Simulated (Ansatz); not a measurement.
System: CH3Cl, charge 1, doublet. CH3Cl+ (parent SMILES CCl, doublet).
B3LYP-D3(BJ)/def2-TZVP minimum from Ansatz (a quantum-chemistry and plane-wave program):
```xyz
5

C      0.0122    -0.0737    -1.0984
Cl    -0.0068     0.0276     0.6401
H     -0.0090     1.0045    -1.4064
H      0.9613    -0.4947    -1.4329
H     -0.9105    -0.5366    -1.4509
```
Charge +1, spin multiplicity 2.

Total energies in aug-cc-pV(D+d)Z, 13 correlated electrons, 6 frozen orbitals. Open shells are spin-unrestricted; no spin-orbit coupling. Cores are frozen in correlated methods. No relativity.

```tsv
method	program	energy (Eh)	minus CCSDT(Q) (mEh)
HF	Ansatz	-498.74353	319.62
MP2	Ansatz	-499.01461	48.54
CCSD	Ansatz	-499.05227	10.89
CCSD(T)	Ansatz	-499.06155	1.60
CCSDT(Q)	Ansatz	-499.06315	0.00
```
